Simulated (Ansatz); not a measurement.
**Energy of In (space group No. 221) less that of body-centred tetragonal In, by level of theory**

No measured value is used here.

```
level (code)         value (meV/atom)
-------------------  ----------------
PBE (Ansatz)                      [?]
PBEsol (Ansatz)                   102
PBE-D3(BJ) (Ansatz)               115
```

Q: What belongs in the gaps?

A: 
- PBE (Ansatz, a program for electronic structure), value (meV/atom): 96

Each level is taken at its own relaxed cell. Ansatz's density-functional and Hartree–Fock values are scalar-relativistic unless marked +SOC, with PAW data made under PBE.
